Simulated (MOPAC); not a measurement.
MOPAC input (PM7):

```
PM7 PRECISE GNORM=0.05 LET XYZ CHARGE=-1 GEO-OK AUX(PRECISION=9) THREADS=1
C2H5O

C     1.31248259 1   -0.40730475 1   -0.01581883 1
C     0.21233569 1    0.49170516 1   -0.00153984 1
O    -1.30999238 1   -0.17014658 1    0.01473458 1
H    -1.90838626 1    0.59467321 1    0.02300549 1
H     0.15861567 1    1.11525560 1    0.89952544 1
H     0.13796085 1    1.11854325 1   -0.89884804 1
H     1.48189181 1   -0.98851779 1    0.89309476 1
H     1.46094728 1   -0.98518403 1   -0.93050226 1
```

From the last part of the output:

```
                                                       MOPAC v23.2.5 Linux

          FINAL HEAT OF FORMATION =        -27.77824 KCAL/MOL =    -116.22415 KJ/MOL

          COSMO AREA              =         85.71 SQUARE ANGSTROMS
          COSMO VOLUME            =         67.04 CUBIC ANGSTROMS

          GRADIENT NORM           =          0.02239          =       0.00792 PER ATOM
          IONIZATION POTENTIAL    =          1.189303 EV
          HOMO LUMO ENERGIES (EV) =         -1.189  9.160
          NO. OF FILLED LEVELS    =         10
          MOLECULAR WEIGHT        =         45.0609         POINT GROUP:  Cs

          MOLECULAR DIMENSIONS (Angstroms)

            Atom       Atom       Distance
            H     8    H     4     3.81689
            H     7    H     6     2.61181
            H     5    O     3     1.99233

          SCF CALCULATIONS        =         19

   ATOM   CHEMICAL          X               Y               Z
  NUMBER   SYMBOL      (ANGSTROMS)     (ANGSTROMS)     (ANGSTROMS)

     1       C          1.19300239  *  -0.47811700  *  -0.01457274  *
     2       C          0.18142519  *   0.50452156  *  -0.00115870  *
     3       O         -1.20395003  *  -0.13814091  *   0.01357474  *
     4       H         -1.88808833  *   0.51702137  *   0.02263060  *
     5       H          0.13831657  *   1.13434820  *   0.90670838  *
     6       H          0.11750101  *   1.13766508  *  -0.90550119  *
     7       H          1.54017294  *  -0.93240778  *   0.86809780  *
     8       H          1.51979204  *  -0.92916790  *  -0.90665648  *

                             CARTESIAN COORDINATES

   1    C        1.193002388    -0.478116999    -0.014572741
   2    C        0.181425192     0.504521564    -0.001158696
   3    O       -1.203950032    -0.138140909     0.013574739
   4    H       -1.888088332     0.517021371     0.022630604
   5    H        0.138316568     1.134348198     0.906708378
   6    H        0.117501010     1.137665077    -0.905501188
   7    H        1.540172943    -0.932407780     0.868097799
   8    H        1.519792037    -0.929167904    -0.906656483

           Empirical Formula: C2 H5 O  =     8 atoms

      MOLECULAR POINT GROUP   :   Cs

                  EIGENVALUES
 -21.99941 -18.91610 -13.31314 -10.31434  -9.47381  -7.49436  -6.02651  -5.88511
  -4.34143  -1.18930   9.15955  11.62232  11.70972  12.03565  12.90796  13.73794
  14.85487

              NET ATOMIC CHARGES AND DIPOLE CONTRIBUTIONS

  ATOM NO.   TYPE          CHARGE      No. of ELECS.   s-Pop       p-Pop
    1          C          -0.938301        4.9383     1.02415     3.91415
    2          C           0.169474        3.8305     1.06750     2.76303
    3          O          -0.742472        6.7425     1.86597     4.87651
    4          H           0.240543        0.7595     0.75946
    5          H           0.030977        0.9690     0.96902
    6          H           0.030976        0.9690     0.96902
    7          H           0.104401        0.8956     0.89560
    8          H           0.104401        0.8956     0.89560
 DIPOLE           X         Y         Z       TOTAL
 POINT-CHG.    -1.685     2.958     0.025     3.404
 HYBRID        -0.701    -0.026     0.008     0.702
 SUM           -2.386     2.932     0.033     3.780

          ATOMIC ORBITAL ELECTRON POPULATIONS

     Atom    s        px        py        pz
    1  C   1.02415   1.38750   1.39358   1.13307
    2  C   1.06750   0.78490   0.96749   1.01064
    3  O   1.86597   1.36471   1.51870   1.99309
    4  H   0.75946
    5  H   0.96902
    6  H   0.96902
    7  H   0.89560
    8  H   0.89560

 **********************
 *                    *
 * JOB ENDED NORMALLY *
 *                    *
 **********************

 == MOPAC DONE ==
```

The dipole moment of an ion depends on the origin.
